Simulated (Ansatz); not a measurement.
The inner images of a band of CH2NaO (5 atoms, charge -1, multiplicity 1) are given out of order.

The calculation used RKS B3LYP-D4/6-31G* (Ansatz 0.2.0).

First end point:

```xyz
5
Properties=species:S:1:pos:R:3
O 0.370 -0.682 0.942
C 0.745 0.145 -0.080
Na -1.243 2.273 -0.494
H -0.209 -1.415 0.653
H 0.337 -0.321 -1.021
```

Last end point:

```xyz
5
Properties=species:S:1:pos:R:3
O 0.056 -1.111 0.366
C 0.626 0.042 -0.115
Na -1.314 2.222 -0.359
H -0.112 -0.942 1.307
H 0.744 -0.211 -1.200
```

Q: Put them in order from the first end to the last, with their energies above the first end.
A.
```xyz
5
Properties=species:S:1:pos:R:3
O 0.265 -0.627 0.959
C 0.526 0.243 -0.080
Na -1.103 2.227 -0.501
H -0.038 -1.501 0.649
H 0.351 -0.342 -1.027
```
B.
```xyz
5
Properties=species:S:1:pos:R:3
O -0.175 -0.689 0.845
C 0.295 0.248 -0.094
Na -0.993 2.249 -0.537
H 0.376 -1.490 0.842
H 0.497 -0.318 -1.056
```
C.
```xyz
5
Properties=species:S:1:pos:R:3
O 0.074 -0.613 0.949
C 0.352 0.253 -0.094
Na -1.026 2.280 -0.523
H 0.186 -1.548 0.698
H 0.414 -0.372 -1.030
```
D.
```xyz
5
Properties=species:S:1:pos:R:3
O -0.241 -0.971 0.499
C 0.438 0.164 -0.037
Na -1.013 2.191 -0.530
H 0.348 -1.286 1.196
H 0.469 -0.097 -1.128
```
E.
```xyz
5
Properties=species:S:1:pos:R:3
O -0.085 -1.083 0.392
C 0.518 0.097 -0.029
Na -1.086 2.202 -0.537
H 0.189 -1.188 1.313
H 0.463 -0.027 -1.139
```
F.
```xyz
5
Properties=species:S:1:pos:R:3
O 0.033 -1.137 0.370
C 0.598 0.041 -0.061
Na -1.223 2.275 -0.476
H 0.023 -1.081 1.338
H 0.570 -0.099 -1.171
```
G.
```xyz
5
Properties=species:S:1:pos:R:3
O -0.295 -0.843 0.667
C 0.355 0.221 -0.069
Na -0.976 2.214 -0.514
H 0.427 -1.385 1.027
H 0.489 -0.208 -1.111
```

A: A (+3.1 kJ/mol), C (+10.0 kJ/mol), B (+31.7 kJ/mol), G (+52.8 kJ/mol), D (+29.6 kJ/mol), E (-5.8 kJ/mol), F (-19.1 kJ/mol).

Run time: 78 s on 1 CPU thread of a shared host.
